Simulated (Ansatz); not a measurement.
SrIr₂ (Fd-3m)

Computed with DFT PBEsol, scalar-relativistic, plane waves, PAW (Ansatz 0.2.0).

Cutoff 420 eV; k points 8×8×8 on the computed 6-atom cell (Γ-centred); Gaussian smearing, width 0.10 eV; no spin polarisation.

The structure is relaxed at this level of theory with its symmetry kept. Whether it is the stable form of this composition wasn't checked.

```
Sr Ir
1.0
     0.00000    3.81956    3.81956
     3.81956    0.00000    3.81956
     3.81956    3.81956    0.00000
Sr Ir
2 4
Direct
  0.00000 0.00000 0.00000
  0.25000 0.25000 0.25000
  0.62500 0.62500 0.62500
  0.12500 0.62500 0.62500
  0.62500 0.62500 0.12500
  0.62500 0.12500 0.62500
```

| Property | Result |
| --- | --- |
| Space group | Fd-3m (No. 227) |
| Volume per atom | 18.57 Å³ |
| Formation energy from the elements' standard states (uncorrected) | -0.225 eV/atom |
| Kohn–Sham band gap | none (metal) |
| Density of states at the Fermi level | 7.14 states/eV per cell |
| Löwdin character within 0.5 eV of the Fermi level | Ir 5d 92 %, unprojected 5 % |
| Bulk modulus | 167 GPa |
| Its pressure derivative | 4.8 |
| Bader charges (e) | Sr (2 in the cell) 1.25, Ir (4 in the cell) -0.62 |

Spin-orbit coupling is left out, which matters for the bands of heavy elements.

Cost: 6 runs of about 3.9 core-minutes in all, on AMD EPYC 7R43 (Zen 3) (shared hosts).